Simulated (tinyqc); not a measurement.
CIS and TDHF on RHF in the sto-6g basis, frozen core, for H2O, spin multiplicity 1, step by step. Computed by tinyqc, a small Python program that keeps every step (integrals from PySCF). Settings: charge = 0, multiplicity = 1, basis = sto-6g, method = RHF, frozen orbitals = 1, energy threshold = 1e-10, iteration cap = 60, orthogonalisation = canonical, start = atomic densities, DIIS depth = 6, TDHF = 1. Command: `OMP_NUM_THREADS=1 python tinyqc.py 30363 30364 out.jsonl` (the two numbers bound the seeds that draw the settings). One thread of a shared host (Intel(R) Xeon(R) Processor @ 2.60GHz), about 0.1 s of CPU time with the checks. The early iterations of the SCF are left out here.

## One-electron integrals

Geometry (angstrom):
```
atom       x        y       z
O     0.0000   0.0000  0.0000
H     0.0000   0.7130  0.6430
H     0.0000  -0.7130  0.6430
```

Basis sto-6g: exponents (1/bohr^2) and contraction coefficients of normalised primitives:
```
element  l (shell)   exponent  coefficient
O            s (1)  1355.5842       0.0092
O            s (1)   248.5449       0.0494
O            s (1)    69.5339       0.1685
O            s (1)    23.8868       0.3706
O            s (1)     9.2759       0.4165
O            s (1)     3.8203       0.1303
O            s (2)    52.1878      -0.0133
O            s (2)    10.3293      -0.0470
O            s (2)     3.2103      -0.0338
O            s (2)     1.2351       0.2502
O            s (2)     0.5364       0.5951
O            s (2)     0.2459       0.2407
O            p (3)    52.1878       0.0038
O            p (3)    10.3293       0.0377
O            p (3)     3.2103       0.1739
O            p (3)     1.2351       0.4180
O            p (3)     0.5364       0.4259
O            p (3)     0.2459       0.1017
H            s (1)    35.5232       0.0092
H            s (1)     6.5131       0.0494
H            s (1)     1.8221       0.1685
H            s (1)     0.6260       0.3706
H            s (1)     0.2431       0.4165
H            s (1)     0.1001       0.1303
```

Overlap, kinetic and nuclear-attraction integrals over the contracted functions; the nuclear repulsion is the sum of Za Zb / Rab.

nuclear repulsion = 9.189669 hartree

overlap S, order 1O 1s, 1O 2s, 1O 2px, 1O 2py, 1O 2pz, 2H 1s, 3H 1s:
```
[[1.0000, 0.2311, 0.0000, 0.0000, 0.0000, 0.0551, 0.0551],
 [0.2311, 1.0000, 0.0000, 0.0000, 0.0000, 0.4749, 0.4749],
 [0.0000, 0.0000, 1.0000, 0.0000, 0.0000, 0.0000, 0.0000],
 [0.0000, 0.0000, 0.0000, 1.0000, 0.0000, 0.2909, -0.2909],
 [0.0000, 0.0000, 0.0000, 0.0000, 1.0000, 0.2623, 0.2623],
 [0.0551, 0.4749, 0.0000, 0.2909, 0.2623, 1.0000, 0.2853],
 [0.0551, 0.4749, 0.0000, -0.2909, 0.2623, 0.2853, 1.0000]]
```

kinetic energy T (hartree), order 1O 1s, 1O 2s, 1O 2px, 1O 2py, 1O 2pz, 2H 1s, 3H 1s:
```
[[29.3272, -0.8960, 0.0000, 0.0000, 0.0000, -0.0025, -0.0025],
 [-0.8960, 0.8426, 0.0000, 0.0000, 0.0000, 0.1266, 0.1266],
 [0.0000, 0.0000, 2.5313, 0.0000, 0.0000, 0.0000, 0.0000],
 [0.0000, 0.0000, 0.0000, 2.5313, 0.0000, 0.2077, -0.2077],
 [0.0000, 0.0000, 0.0000, 0.0000, 2.5313, 0.1873, 0.1873],
 [-0.0025, 0.1266, 0.0000, 0.2077, 0.1873, 0.7685, 0.0168],
 [-0.0025, 0.1266, 0.0000, -0.2077, 0.1873, 0.0168, 0.7685]]
```

nuclear attraction V (hartree), order 1O 1s, 1O 2s, 1O 2px, 1O 2py, 1O 2pz, 2H 1s, 3H 1s:
```
[[-62.3606, -6.4061, 0.0000, 0.0000, -0.0219, -1.7492, -1.7492],
 [-6.4061, -10.0881, 0.0000, 0.0000, -0.2435, -3.8538, -3.8538],
 [0.0000, 0.0000, -10.0046, 0.0000, 0.0000, 0.0000, 0.0000],
 [0.0000, 0.0000, 0.0000, -10.1421, 0.0000, -2.1035, 2.1035],
 [-0.0219, -0.2435, 0.0000, 0.0000, -10.1164, -1.9836, -1.9836],
 [-1.7492, -3.8538, 0.0000, -2.1035, -1.9836, -5.8587, -1.8081],
 [-1.7492, -3.8538, 0.0000, 2.1035, -1.9836, -1.8081, -5.8587]]
```

core Hamiltonian H = T + V (hartree), order 1O 1s, 1O 2s, 1O 2px, 1O 2py, 1O 2pz, 2H 1s, 3H 1s:
```
[[-33.0334, -7.3021, 0.0000, 0.0000, -0.0219, -1.7517, -1.7517],
 [-7.3021, -9.2455, 0.0000, 0.0000, -0.2435, -3.7272, -3.7272],
 [0.0000, 0.0000, -7.4733, 0.0000, 0.0000, 0.0000, 0.0000],
 [0.0000, 0.0000, 0.0000, -7.6108, 0.0000, -1.8959, 1.8959],
 [-0.0219, -0.2435, 0.0000, 0.0000, -7.5851, -1.7963, -1.7963],
 [-1.7517, -3.7272, 0.0000, -1.8959, -1.7963, -5.0902, -1.7913],
 [-1.7517, -3.7272, 0.0000, 1.8959, -1.7963, -1.7913, -5.0902]]
```

## Two-electron integrals

Functions are numbered as in S; the eight-fold symmetry (ij|kl) = (ji|kl) = (kl|ij) leaves the list below.

Two-electron integrals (ij|kl) in chemists' order, unique and non-zero (hartree):
```
(11|11) 4.7875      (21|11) 0.6759      (21|21) 0.1215      (22|11) 1.1174
(22|21) 0.2492      (22|22) 0.8174      (31|31) 0.0258      (32|31) 0.0391
(32|32) 0.1807      (33|11) 1.1174      (33|21) 0.2492      (33|22) 0.8174
(33|33) 0.8807      (41|41) 0.0258      (42|41) 0.0391      (42|42) 0.1807
(43|43) 0.0475      (44|11) 1.1174      (44|21) 0.2492      (44|22) 0.8174
(44|33) 0.7857      (44|44) 0.8807      (51|51) 0.0258      (52|51) 0.0391
(52|52) 0.1807      (53|53) 0.0475      (54|54) 0.0475      (55|11) 1.1174
(55|21) 0.2492      (55|22) 0.8174      (55|33) 0.7857      (55|44) 0.7857
(55|55) 0.8807      (61|11) 0.1719      (61|21) 0.0296      (61|22) 0.0594
(61|33) 0.0592      (61|41) 0.0011      (61|42) 0.0021      (61|44) 0.0594
(61|51) 0.0010      (61|52) 0.0019      (61|54) 1.92e-04    (61|55) 0.0594
(61|61) 0.0074      (62|11) 0.4016      (62|21) 0.0907      (62|22) 0.3275
(62|33) 0.3222      (62|41) 0.0054      (62|42) 0.0389      (62|44) 0.3310
(62|51) 0.0048      (62|52) 0.0351      (62|54) 0.0079      (62|55) 0.3294
(62|61) 0.0222      (62|62) 0.1605      (63|31) 0.0103      (63|32) 0.0572
(63|43) 0.0081      (63|53) 0.0073      (63|63) 0.0232      (64|11) 0.2095
(64|21) 0.0480      (64|22) 0.1849      (64|33) 0.1765      (64|41) 0.0128
(64|42) 0.0782      (64|44) 0.1977      (64|51) 0.0023      (64|52) 0.0189
(64|54) 0.0118      (64|55) 0.1806      (64|61) 0.0123      (64|62) 0.1102
(64|64) 0.0982      (65|11) 0.1890      (65|21) 0.0433      (65|22) 0.1668
(65|33) 0.1592      (65|41) 0.0023      (65|42) 0.0189      (65|44) 0.1637
(65|51) 0.0123      (65|52) 0.0743      (65|54) 0.0122      (65|55) 0.1775
(65|61) 0.0111      (65|62) 0.0994      (65|64) 0.0676      (65|65) 0.0842
(66|11) 0.5305      (66|21) 0.1221      (66|22) 0.5021      (66|33) 0.4818
(66|41) 0.0098      (66|42) 0.0952      (66|44) 0.5154      (66|51) 0.0088
(66|52) 0.0859      (66|54) 0.0303      (66|55) 0.5091      (66|61) 0.0302
(66|62) 0.3054      (66|64) 0.2398      (66|65) 0.2162      (66|66) 0.7750
(71|11) 0.1719      (71|21) 0.0296      (71|22) 0.0594      (71|33) 0.0592
(71|41) -0.0011     (71|42) -0.0021     (71|44) 0.0594      (71|51) 0.0010
(71|52) 0.0019      (71|54) -1.92e-04   (71|55) 0.0594      (71|61) 0.0073
(71|62) 0.0215      (71|64) 0.0108      (71|65) 0.0108      (71|66) 0.0289
(71|71) 0.0074      (72|11) 0.4016      (72|21) 0.0907      (72|22) 0.3275
(72|33) 0.3222      (72|41) -0.0054     (72|42) -0.0389     (72|44) 0.3310
(72|51) 0.0048      (72|52) 0.0351      (72|54) -0.0079     (72|55) 0.3294
(72|61) 0.0215      (72|62) 0.1339      (72|64) 0.0627      (72|65) 0.0808
(72|66) 0.2134      (72|71) 0.0222      (72|72) 0.1605      (73|31) 0.0103
(73|32) 0.0572      (73|43) -0.0081     (73|53) 0.0073      (73|63) 0.0189
(73|73) 0.0232      (74|11) -0.2095     (74|21) -0.0480     (74|22) -0.1849
(74|33) -0.1765     (74|41) 0.0128      (74|42) 0.0782      (74|44) -0.1977
(74|51) -0.0023     (74|52) -0.0189     (74|54) 0.0118      (74|55) -0.1806
(74|61) -0.0108     (74|62) -0.0627     (74|64) -0.0108     (74|65) -0.0369
(74|66) -0.0868     (74|71) -0.0123     (74|72) -0.1102     (74|74) 0.0982
(75|11) 0.1890      (75|21) 0.0433      (75|22) 0.1668      (75|33) 0.1592
(75|41) -0.0023     (75|42) -0.0189     (75|44) 0.1637      (75|51) 0.0123
(75|52) 0.0743      (75|54) -0.0122     (75|55) 0.1775      (75|61) 0.0108
(75|62) 0.0808      (75|64) 0.0369      (75|65) 0.0669      (75|66) 0.1418
(75|71) 0.0111      (75|72) 0.0994      (75|74) -0.0676     (75|75) 0.0842
(76|11) 0.1777      (76|21) 0.0406      (76|22) 0.1590      (76|33) 0.1551
(76|44) 0.1578      (76|51) 0.0034      (76|52) 0.0292      (76|55) 0.1641
(76|61) 0.0099      (76|62) 0.0786      (76|64) 0.0463      (76|65) 0.0548
(76|66) 0.1562      (76|71) 0.0099      (76|72) 0.0786      (76|74) -0.0463
(76|75) 0.0548      (76|76) 0.0470      (77|11) 0.5305      (77|21) 0.1221
(77|22) 0.5021      (77|33) 0.4818      (77|41) -0.0098     (77|42) -0.0952
(77|44) 0.5154      (77|51) 0.0088      (77|52) 0.0859      (77|54) -0.0303
(77|55) 0.5091      (77|61) 0.0289      (77|62) 0.2134      (77|64) 0.0868
(77|65) 0.1418      (77|66) 0.3617      (77|71) 0.0302      (77|72) 0.3054
(77|74) -0.2398     (77|75) 0.2162      (77|76) 0.1562      (77|77) 0.7750
```

## Orthogonalisation

S = U s U^T; canonical form X = U s^(-1/2), so that X^T S X = 1. Each column of U has its largest component positive (the first on a tie).

eigenvalues of S: [0.3440, 0.4219, 0.8816, 1.0000, 1.0985, 1.2927, 1.9611]

X, order 1O 1s, 1O 2s, 1O 2px, 1O 2py, 1O 2pz, 2H 1s, 3H 1s:
```
[[-0.2893, 0.0000, 0.7595, 0.0000, -0.6211, 0.0000, 0.1407],
 [1.1735, 0.0000, -0.3198, 0.0000, -0.3210, 0.0000, 0.4058],
 [0.0000, 0.0000, 0.0000, 1.0000, 0.0000, 0.0000, 0.0000],
 [0.0000, 0.8926, 0.0000, 0.0000, 0.0000, 0.7166, 0.0000],
 [0.5919, 0.0000, 0.6427, 0.0000, 0.6275, 0.0000, 0.2054],
 [-0.7401, -0.8869, -0.1450, 0.0000, 0.1179, 0.3606, 0.3763],
 [-0.7401, 0.8869, -0.1450, 0.0000, 0.1179, -0.3606, 0.3763]]
```

## Iteration 8 (converged): orbitals

converged F (hartree), order 1O 1s, 1O 2s, 1O 2px, 1O 2py, 1O 2pz, 2H 1s, 3H 1s:
```
[[-20.5113, -4.9656, 0.0000, 0.0000, -0.0295, -1.1913, -1.1913],
 [-4.9656, -2.3492, 0.0000, 0.0000, -0.1364, -1.0124, -1.0124],
 [0.0000, 0.0000, -0.4030, 0.0000, 0.0000, 0.0000, 0.0000],
 [0.0000, 0.0000, 0.0000, -0.3182, 0.0000, -0.3750, 0.3750],
 [-0.0295, -0.1364, 0.0000, 0.0000, -0.3661, -0.3995, -0.3995],
 [-1.1913, -1.0124, 0.0000, -0.3750, -0.3995, -0.5850, -0.4307],
 [-1.1913, -1.0124, 0.0000, 0.3750, -0.3995, -0.4307, -0.5850]]
```

Diagonalise F' = X^T F X, C = X C', fill 5 alpha and 5 beta electrons from the bottom; D = 2 C_occ C_occ^T. Each column has its largest component positive (the first on a tie).

F' = X^T F X (hartree):
```
[[0.1965, 0.0000, 1.6141, 0.0000, -1.1190, 0.0000, 0.0988],
 [0.0000, 0.6912, 0.0000, 0.0000, 0.0000, 0.1304, 0.0000],
 [1.6141, 0.0000, -9.3409, 0.0000, 9.1657, 0.0000, -3.6044],
 [0.0000, 0.0000, 0.0000, -0.4030, 0.0000, 0.0000, 0.0000],
 [-1.1190, 0.0000, 9.1657, 0.0000, -9.8452, 0.0000, 3.8695],
 [0.0000, 0.1304, 0.0000, 0.0000, 0.0000, -0.5912, 0.0000],
 [0.0988, 0.0000, -3.6044, 0.0000, 3.8695, 0.0000, -2.6818]]
```

orbital energies (hartree): [-20.5145, -1.2846, -0.6043, -0.4792, -0.4030, 0.6069, 0.7043]

coefficients C, order 1O 1s, 1O 2s, 1O 2px, 1O 2py, 1O 2pz, 2H 1s, 3H 1s:
```
[[0.9967, -0.2211, 0.0000, 0.1005, 0.0000, -0.1174, 0.0000],
 [0.0159, 0.8362, 0.0000, -0.5579, 0.0000, 0.8581, 0.0000],
 [0.0000, 0.0000, 0.0000, 0.0000, 1.0000, 0.0000, 0.0000],
 [0.0000, 0.0000, 0.6236, 0.0000, 0.0000, 0.0000, 0.9599],
 [0.0034, 0.1379, 0.0000, 0.7503, 0.0000, 0.7857, 0.0000],
 [-0.0037, 0.1531, 0.4476, 0.2884, 0.0000, -0.7859, -0.8463],
 [-0.0037, 0.1531, -0.4476, 0.2884, 0.0000, -0.7859, 0.8463]]
```

D after iteration 8, order 1O 1s, 1O 2s, 1O 2px, 1O 2py, 1O 2pz, 2H 1s, 3H 1s:
```
[[2.1047, -0.4504, 0.0000, 0.0000, 0.0966, -0.0171, -0.0171],
 [-0.4504, 2.0215, 0.0000, 0.0000, -0.6063, -0.0658, -0.0658],
 [0.0000, 0.0000, 2.0000, 0.0000, 0.0000, 0.0000, 0.0000],
 [0.0000, 0.0000, 0.0000, 0.7776, 0.0000, 0.5582, -0.5582],
 [0.0966, -0.6063, 0.0000, 0.0000, 1.1639, 0.4750, 0.4750],
 [-0.0171, -0.0658, 0.0000, 0.5582, 0.4750, 0.6141, -0.1874],
 [-0.0171, -0.0658, 0.0000, -0.5582, 0.4750, -0.1874, 0.6141]]
```

## Convergence

Stop when the energy changes by less than 1e-10 hartree and every element of the error matrix X^T (F D S - S D F) X is below 3e-06.

Course of the cycle:
```
iteration  E (hartree)     change  largest element of the error matrix
1           -76.219554          -                             1.44e+00
2           -75.640742   5.79e-01                             2.71e-01
3           -75.678034  -3.73e-02                             3.48e-02
4           -75.678537  -5.03e-04                             6.44e-03
5           -75.678564  -2.78e-05                             2.96e-04
6           -75.678564  -1.92e-07                             1.64e-05
7           -75.678564  -1.47e-10                             1.72e-07
8           -75.678564  -4.26e-14                             1.27e-10
```

PySCF RHF in the same basis = -75.678564 hartree

Converged in 8 iterations.

## Integrals over molecular orbitals

(pq|rs) = sum C_ip C_jq C_kr C_ls (ij|kl), one index at a time.

one-electron integrals over orbitals h = C^T H C (hartree):
```
[[-33.0200, 0.5644, 0.0000, -0.2525, 0.0000, 0.3063, 0.0000],
 [0.5644, -7.7258, 0.0000, 0.4619, 0.0000, -1.4089, 0.0000],
 [0.0000, 0.0000, -6.3980, 0.0000, 0.0000, 0.0000, -1.6841],
 [-0.2525, 0.4619, 0.0000, -6.9656, 0.0000, -1.1079, 0.0000],
 [0.0000, 0.0000, 0.0000, 0.0000, -7.4733, 0.0000, 0.0000],
 [0.3063, -1.4089, 0.0000, -1.1079, 0.0000, -5.4550, 0.0000],
 [0.0000, 0.0000, -1.6841, 0.0000, 0.0000, 0.0000, -5.5779]]
```

Two-electron integrals over orbitals (pq|rs), unique and non-zero (hartree); the lowest 1 orbital is frozen and left out:
```
(22|22) 0.7339    (32|32) 0.1429    (33|22) 0.6509    (33|33) 0.6376
(42|22) 0.0035    (42|33) 0.0053    (42|42) 0.1235    (43|32) 0.0179
(43|43) 0.0491    (44|22) 0.6717    (44|33) 0.6004    (44|42) -0.1028
(44|44) 0.7706    (52|52) 0.1445    (53|53) 0.0292    (54|52) -0.0490
(54|54) 0.0565    (55|22) 0.7494    (55|33) 0.6335    (55|42) -0.0730
(55|44) 0.7233    (55|55) 0.8807    (62|22) 0.1468    (62|33) 0.0813
(62|42) 0.0194    (62|44) 0.0832    (62|55) 0.1591    (62|62) 0.1045
(63|32) -0.0332   (63|43) -0.0275   (63|63) 0.0653    (64|22) 0.0957
(64|33) 0.0452    (64|42) -0.0421   (64|44) 0.1258    (64|55) 0.1209
(64|62) 0.0590    (64|64) 0.0753    (65|52) 0.0573    (65|54) -0.0011
(65|65) 0.0382    (66|22) 0.6258    (66|33) 0.5775    (66|42) 0.0556
(66|44) 0.5578    (66|55) 0.5984    (66|62) 0.1039    (66|64) 0.0450
(66|66) 0.6093    (72|32) 0.0392    (72|43) -0.0366   (72|63) 0.0358
(72|72) 0.0613    (73|22) 0.1346    (73|33) 0.0904    (73|42) -0.0818
(73|44) 0.1535    (73|55) 0.1881    (73|62) 0.0760    (73|64) 0.0841
(73|66) 0.0388    (73|73) 0.1555    (74|32) -0.0796   (74|43) 0.0007
(74|63) 0.0435    (74|72) -0.0152   (74|74) 0.0720    (75|53) 0.0235
(75|75) 0.0236    (76|32) 0.0945    (76|43) 0.0481    (76|63) -0.0584
(76|72) -0.0124   (76|74) -0.0596   (76|76) 0.1122    (77|22) 0.6225
(77|33) 0.6113    (77|42) -0.0102   (77|44) 0.6016    (77|55) 0.6185
(77|62) 0.0681    (77|64) 0.0384    (77|66) 0.5721    (77|73) 0.0835
(77|77) 0.6158
```

## CIS matrix, singlets

A(ia,jb) = (e_a - e_i) d_ij d_ab + 2 (ia|jb) - (ij|ab).

CIS matrix A, singlet (hartree), order 2>6, 2>7, 3>6, 3>7, 4>6, 4>7, 5>6, 5>7:
```
[[1.4748, 0.0000, 0.0000, 0.0574, 0.0624, 0.0000, 0.0000, 0.0000],
 [0.0000, 1.4891, -0.0230, 0.0000, 0.0000, -0.0202, 0.0000, 0.0000],
 [0.0000, -0.0230, 0.7643, 0.0000, 0.0000, 0.0389, 0.0000, 0.0000],
 [0.0574, 0.0000, 0.0000, 1.0084, 0.1201, 0.0000, 0.0000, 0.0000],
 [0.0624, 0.0000, 0.0000, 0.1201, 0.6789, 0.0000, 0.0000, 0.0000],
 [0.0000, -0.0202, 0.0389, 0.0000, 0.0000, 0.7258, 0.0000, 0.0000],
 [0.0000, 0.0000, 0.0000, 0.0000, 0.0000, 0.0000, 0.4880, 0.0000],
 [0.0000, 0.0000, 0.0000, 0.0000, 0.0000, 0.0000, 0.0000, 0.5360]]
```

## CIS singlet states

dipole integrals <i|r|a> (bohr), order 2>6, 2>7, 3>6, 3>7, 4>6, 4>7, 5>6, 5>7:
```
[[0.0000, 0.0000, -0.1385],
 [0.0000, -0.1309, 0.0000],
 [0.0000, -0.7543, 0.0000],
 [0.0000, 0.0000, -0.6883],
 [0.0000, 0.0000, -0.5582],
 [0.0000, -0.6698, 0.0000],
 [0.0668, 0.0000, 0.0000],
 [0.0000, 0.0000, 0.0000]]
```

Diagonalise A (1 hartree = 27.211386 eV); each vector has its largest component positive (the first on a tie). The transition dipole is mu = sqrt2 sum c_ia <i|r|a>.

singlet excitation energies (eV): [13.2792, 14.5864, 17.3521, 19.0927, 21.4209, 28.1693, 40.5227, 40.5571]

lowest vectors, order 2>6, 2>7, 3>6, 3>7, 4>6, 4>7, 5>6, 5>7:
```
[[0.0000, 0.0000, -0.0504, 0.0000, 0.0000, -0.1643],
 [0.0000, 0.0000, 0.0000, 0.0065, 0.0430, 0.0000],
 [0.0000, 0.0000, 0.0000, -0.5255, 0.8501, 0.0000],
 [0.0000, 0.0000, -0.3009, 0.0000, 0.0000, 0.9431],
 [0.0000, 0.0000, 0.9523, 0.0000, 0.0000, 0.2893],
 [0.0000, 0.0000, 0.0000, 0.8508, 0.5248, 0.0000],
 [1.0000, 0.0000, 0.0000, 0.0000, 0.0000, 0.0000],
 [0.0000, 1.0000, 0.0000, 0.0000, 0.0000, 0.0000]]
```

oscillator strengths 2/3 w |mu|^2: [0.0029, 0.0000, 0.0857, 0.0284, 1.0462, 0.8567]

## TDHF (RPA) singlet states

B(ia,jb) = 2 (ia|jb) - (ib|ja); the squared energies are the eigenvalues of (A - B)(A + B); 1 hartree = 27.211386 eV.

TDHF matrix B, singlet (hartree), order 2>6, 2>7, 3>6, 3>7, 4>6, 4>7, 5>6, 5>7:
```
[[0.1045, 0.0000, 0.0000, 0.1162, 0.0590, 0.0000, 0.0000, 0.0000],
 [0.0000, 0.0613, -0.0045, 0.0000, 0.0000, -0.0152, 0.0000, 0.0000],
 [0.0000, -0.0045, 0.0653, 0.0000, 0.0000, 0.0029, 0.0000, 0.0000],
 [0.1162, 0.0000, 0.0000, 0.1555, 0.1247, 0.0000, 0.0000, 0.0000],
 [0.0590, 0.0000, 0.0000, 0.1247, 0.0753, 0.0000, 0.0000, 0.0000],
 [0.0000, -0.0152, 0.0029, 0.0000, 0.0000, 0.0720, 0.0000, 0.0000],
 [0.0000, 0.0000, 0.0000, 0.0000, 0.0000, 0.0000, 0.0382, 0.0000],
 [0.0000, 0.0000, 0.0000, 0.0000, 0.0000, 0.0000, 0.0000, 0.0236]]
```

squared energies w^2 (hartree^2): [0.2367, 0.2868, 0.4020, 0.4877, 0.6149, 1.0168, 2.1712, 2.2172]

TDHF energies from the positive w^2 (eV): [13.2384, 14.5723, 17.2537, 19.0025, 21.3371, 27.4395, 40.0959, 40.5183]

## CIS matrix, triplets

A(ia,jb) = (e_a - e_i) d_ij d_ab - (ij|ab).

CIS matrix A, triplet (hartree), order 2>6, 2>7, 3>6, 3>7, 4>6, 4>7, 5>6, 5>7:
```
[[1.2658, 0.0000, 0.0000, -0.0945, -0.0556, 0.0000, 0.0000, 0.0000],
 [0.0000, 1.3665, -0.0945, 0.0000, 0.0000, 0.0102, 0.0000, 0.0000],
 [0.0000, -0.0945, 0.6337, 0.0000, 0.0000, -0.0481, 0.0000, 0.0000],
 [-0.0945, 0.0000, 0.0000, 0.6973, -0.0481, 0.0000, 0.0000, 0.0000],
 [-0.0556, 0.0000, 0.0000, -0.0481, 0.5283, 0.0000, 0.0000, 0.0000],
 [0.0000, 0.0102, -0.0481, 0.0000, 0.0000, 0.5818, 0.0000, 0.0000],
 [0.0000, 0.0000, 0.0000, 0.0000, 0.0000, 0.0000, 0.4115, 0.0000],
 [0.0000, 0.0000, 0.0000, 0.0000, 0.0000, 0.0000, 0.0000, 0.4888]]
```

## CIS triplet states

Diagonalise A (1 hartree = 27.211386 eV); each vector has its largest component positive (the first on a tie).

triplet excitation energies (eV): [11.1979, 13.3010, 13.8021, 14.9938, 17.7471, 19.0514, 34.9405, 37.5187]

lowest vectors, order 2>6, 2>7, 3>6, 3>7, 4>6, 4>7, 5>6, 5>7:
```
[[0.0000, 0.0000, 0.1062, 0.0000, 0.0000, 0.1277],
 [0.0000, 0.0000, 0.0000, 0.0530, 0.1173, 0.0000],
 [0.0000, 0.0000, 0.0000, 0.5468, 0.8276, 0.0000],
 [0.0000, 0.0000, 0.2932, 0.0000, 0.0000, 0.9436],
 [0.0000, 0.0000, 0.9501, 0.0000, 0.0000, -0.3054],
 [0.0000, 0.0000, 0.0000, 0.8356, -0.5490, 0.0000],
 [1.0000, 0.0000, 0.0000, 0.0000, 0.0000, 0.0000],
 [0.0000, 1.0000, 0.0000, 0.0000, 0.0000, 0.0000]]
```

## TDHF (RPA) triplet states

B(ia,jb) = - (ib|ja); the squared energies are the eigenvalues of (A - B)(A + B); 1 hartree = 27.211386 eV.

TDHF matrix B, triplet (hartree), order 2>6, 2>7, 3>6, 3>7, 4>6, 4>7, 5>6, 5>7:
```
[[-0.1045, 0.0000, 0.0000, -0.0358, -0.0590, 0.0000, 0.0000, 0.0000],
 [0.0000, -0.0613, -0.0760, 0.0000, 0.0000, 0.0152, 0.0000, 0.0000],
 [0.0000, -0.0760, -0.0653, 0.0000, 0.0000, -0.0841, 0.0000, 0.0000],
 [-0.0358, 0.0000, 0.0000, -0.1555, -0.0435, 0.0000, 0.0000, 0.0000],
 [-0.0590, 0.0000, 0.0000, -0.0435, -0.0753, 0.0000, 0.0000, 0.0000],
 [0.0000, 0.0152, -0.0841, 0.0000, 0.0000, -0.0720, 0.0000, 0.0000],
 [0.0000, 0.0000, 0.0000, 0.0000, 0.0000, 0.0000, -0.0382, 0.0000],
 [0.0000, 0.0000, 0.0000, 0.0000, 0.0000, 0.0000, 0.0000, -0.0236]]
```

squared energies w^2 (hartree^2): [0.1679, 0.2356, 0.2384, 0.2793, 0.4204, 0.4701, 1.6364, 1.8909]

TDHF energies from the positive w^2 (eV): [11.1494, 13.2080, 13.2854, 14.3803, 17.6440, 18.6573, 34.8095, 37.4188]
